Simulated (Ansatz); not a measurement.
Geometry optimisation, UKS PBE/def2-SVP (Ansatz 0.2.0).

Input:

```yaml
crystal:
  periodic: [false, false, false]
  atoms:
    - { symbol: Si, position_ang: [0.0, 0.0, 0.0] }
    - { symbol: H, position_ang: [0.0, 0.0, 1.71] }
    - { symbol: H, position_ang: [1.3768, 0.0, -0.4862] }
    - { symbol: H, position_ang: [-0.6877, 1.1914, -0.4862] }
    - { symbol: H, position_ang: [-0.6877, -1.1914, -0.4862] }
    - { symbol: Si, position_ang: [0.0, 0.0, 3.47] }
    - { symbol: H, position_ang: [-0.7436, -1.1581, 3.9574] }
    - { symbol: H, position_ang: [1.3747, -0.0649, 3.9574] }
    - { symbol: H, position_ang: [-0.6311, 1.223, 3.9574] }
magnetization:
  spin_polarized: true
  initial_magnetization: 1
basis:
  gaussian: { orbitals: def2-SVP }
hamiltonian:
  xc: pbe
relax:
  f_tol: 0.15
  max_steps: 25
  restrain:
    - { distance: [1, 5], at: 1.46, k: 30.0 }
    - { distance: [0, 1], at: 2.66, k: 30.0 }
```

Launched with:

```bash
$ ansatz run input.yaml --threads 2 --pin off --max-ram 3072MiB --backend cpu --events-out ev --progress --plain --runs-dir out
```

Task: Where does it end, and by what steps?

Result: The run converged. The restraints hold the end off the free minimum. After 5 steps the energy has fallen by 0.244 eV (the restraints' own energy left out); H2 moved furthest, 0.53 Å.

```
step  energy less start (eV)  largest force component (eV/Å)  accepted
   0                  0.0000                           0.833       yes
   1                  0.0285                           1.212       yes
   2                  0.1199                           2.004       yes
   3                 -0.1182                           0.699       yes
   4                 -0.2477                           0.594       yes
   5                 -0.2440                           0.647       yes
```

```xyz
9
Properties=species:S:1:pos:R:3
Si 0.001 0.000 -0.421
H -0.001 0.000 2.243
H 1.435 0.000 -0.878
H -0.717 1.242 -0.876
H -0.717 -1.242 -0.877
Si 0.000 0.000 3.724
H -0.765 -1.192 4.227
H 1.415 -0.067 4.226
H -0.650 1.259 4.226
```

Time of the run: 9.1 s on 2 threads of Arm Neoverse V2, with other jobs on the host, peak memory 0.13 GiB.
